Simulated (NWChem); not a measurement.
All runs are NWChem calculations. System: F2, charge 0, spin multiplicity 1, displaced from the optimised geometry.

The NWChem input:

```
start mol
memory heap 100 mb stack 700 mb global 1900 mb
geometry units angstroms nocenter noautoz noautosym
  F      0.000000     0.000000     0.688226
  F      0.000000     0.000000    -2.752904
end
basis spherical
  * library cc-pvdz
end
scf
  rhf
  nopen 0
  maxiter 100
  thresh 1e-7
  semidirect memsize 60000000 filesize 0
end
tce
  freeze core 2
  ccsdt
  2eorb
  2emet 13
  thresh 1e-6
  maxiter 100
  tilesize 24
end
task tce energy
```

The output up to the point where the run's verdict is printed (cleaned and shortened):

```
             Northwest Computational Chemistry Package (NWChem) 7.3.0
             --------------------------------------------------------

                                NWChem Input Module
                                -------------------

 Scaling coordinates for geometry "geometry" by  1.889725989
 (inverse scale =  0.529177249)

                             Geometry "geometry" -> ""
                             -------------------------

 Output coordinates in angstroms (scale by  1.889725989 to convert to a.u.)

  No.       Tag          Charge          X              Y              Z
 ---- ---------------- ---------- -------------- -------------- --------------
    1 F                    9.0000     0.00000000     0.00000000     0.68822600
    2 F                    9.0000     0.00000000     0.00000000    -2.75290400

 Effective nuclear repulsion energy (a.u.)      12.4561865344

            Nuclear Dipole moment (a.u.)
            ----------------------------
        X                 Y               Z
 ---------------- ---------------- ----------------
     0.0000000000     0.0000000000   -35.1150810718


 Summary of "ao basis" -> "" (spherical)
 ------------------------------------------------------------------------------
       Tag                 Description            Shells   Functions and Types
 ---------------- ------------------------------  ------  ---------------------
 *                          cc-pvdz                   on all atoms

 Summary of "ao basis" -> "ao basis" (spherical)
 ------------------------------------------------------------------------------
       Tag                 Description            Shells   Functions and Types
 ---------------- ------------------------------  ------  ---------------------
 F                          cc-pvdz                  6       14   3s2p1d

                                 NWChem SCF Module
                                 -----------------

  ao basis        = "ao basis"
  functions       =    28
  atoms           =     2
  closed shells   =     9
  open shells     =     0
  charge          =   0.00
[...]
   46   0.0000499181315  -0.6764302976124     4.5     4.5
   47   0.0000511149986  -0.6764275148176     5.2     5.2
   48   0.0000711367454  -0.6764322557763     4.3     4.3
   49   0.0002195705313  -0.6764223947528     4.4     4.4
   50   0.0008917143442  -0.6764421219399     4.8     4.8
   51   0.0000340282242  -0.6764227575626     5.5     5.5
   52   0.0000515202432  -0.6764354820299     5.0     5.0
   53   0.0000741589088  -0.6764136325794     4.7     4.7
   54   0.0001484068089  -0.6764590572591     5.3     5.3
   55   0.0002969677607  -0.6763679955909     5.1     5.1
   56   0.0000257990519  -0.6764296897285     4.6     4.6
   57   0.0000267855559  -0.6764282179589     4.7     4.7
   58   0.0000412351300  -0.6764307496580     4.6     4.6
   59   0.0001377052043  -0.6764255020587     4.9     4.9
   60   0.0005646374876  -0.6764360128592     4.8     4.8
   61   0.0000179242787  -0.6764259353334     4.6     4.6
   62   0.0000263443418  -0.6764323423190     4.6     4.6
   63   0.0000378913831  -0.6764212650031     4.3     4.3
   64   0.0000751838934  -0.6764442341035     4.0     4.0
   65   0.0001502787101  -0.6763981621551     3.7     3.7
   66   0.0000137764607  -0.6764293827325     4.0     4.0
   67   0.0000144263067  -0.6764285969424     3.5     3.5
   68   0.0000234528650  -0.6764299560066     3.2     3.2
   69   0.0000809460773  -0.6764271437283     4.0     4.0
   70   0.0003331192550  -0.6764327819958     4.1     4.1
   71   0.0000096902052  -0.6764274439951     4.2     4.2
   72   0.0000138621696  -0.6764307690820     4.1     4.1
   73   0.0000198626239  -0.6764250027187     4.1     4.1
   74   0.0000391605848  -0.6764369438622     4.0     4.0
   75   0.0000782470890  -0.6764129848226     3.9     3.9
   76   0.0000074893428  -0.6764292254081     3.6     3.6
   77   0.0000078659146  -0.6764287993054     3.6     3.6
   78   0.0000130169348  -0.6764295380966     3.8     3.8
   79   0.0000453659179  -0.6764280104824     3.8     3.8
   80   0.0001868889017  -0.6764310751131     3.9     3.9
   81   0.0000053230735  -0.6764281970227     4.0     4.0
   82   0.0000074444609  -0.6764299608815     3.5     3.5
   83   0.0000106110787  -0.6764268996121     2.6     2.6
   84   0.0000208179792  -0.6764332354652     3.9     3.9
   85   0.0000416057163  -0.6764205212269     2.6     2.6
   86   0.0000041277284  -0.6764291429298     3.0     3.0
   87   0.0000043317116  -0.6764289079358     2.5     2.5
   88   0.0000071343651  -0.6764293156037     2.8     2.8
   89   0.0000248056084  -0.6764284728191     2.7     2.7
   90   0.0001021619666  -0.6764301641752     2.6     2.6
   91   0.0000029625358  -0.6764285851711     2.9     2.9
   92   0.0000040680829  -0.6764295384213     2.7     2.7
   93   0.0000057638134  -0.6764278849531     2.9     2.9
   94   0.0000112647930  -0.6764313068116     2.8     2.8
   95   0.0000225266433  -0.6764244398547     2.6     2.6
   96   0.0000023035684  -0.6764290986308     2.9     2.9
   97   0.0000024109521  -0.6764289669484     3.1     3.1
   98   0.0000039064277  -0.6764291952376     3.1     3.1
   99   0.0000134635394  -0.6764287232030     2.8     2.8
  100   0.0000553955475  -0.6764296706519     2.8     2.8
 ------------------------------------------------------------------------
 ------------------------------------------------------------------------
 ------------------------------------------------------------------------
  current input line :
    26: task tce energy
 ------------------------------------------------------------------------
 ------------------------------------------------------------------------
 This type of error is most commonly associated with calculations not reaching convergence criteria
 ------------------------------------------------------------------------
 For more information see the NWChem manual at https://nwchemgit.github.io

 For further details see manual section:
```

The run did not converge; its last values are not results. The next line reads: 0:tce_energy: maxiter exceeded:Received an Error in Communication. NWChem stopped with the message: tce_energy: maxiter exceeded 101.
